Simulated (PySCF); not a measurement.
The group X on NC-X is varied. Gas-phase values, no solvent. One relaxed conformer stands for each flexible species; it need not be the lowest. Strings in code marks are SMILES.

The numbers are results of PBE-D3(BJ)/def2-TZVP // B3LYP-D3(BJ)/def2-TZVP (PySCF), not measurements. All candidates: neutral, multiplicity 1. Excitations are Tamm–Dancoff values on a coarser integration grid. The basis has no diffuse functions, so Rydberg states are missing or too high.

- S1 excitation (TDA): 6.93 eV
- dipole moment: 3.41 D
- HOMO–LUMO gap: 6.92 eV

Task: Say which member has these values.
A) `N#CN`
B) `N#[C][AlH2]`
C) `N#C[SiH3]`
D) `C=CC#N`

Result: C, `N#C[SiH3]`. The others give `C=CC#N`: 5.76 eV, 3.88 D, 4.65 eV; `N#[C][AlH2]`: 4.69 eV, 3.28 D, 4.60 eV; `N#CN`: 6.08 eV, 4.63 D, 5.94 eV
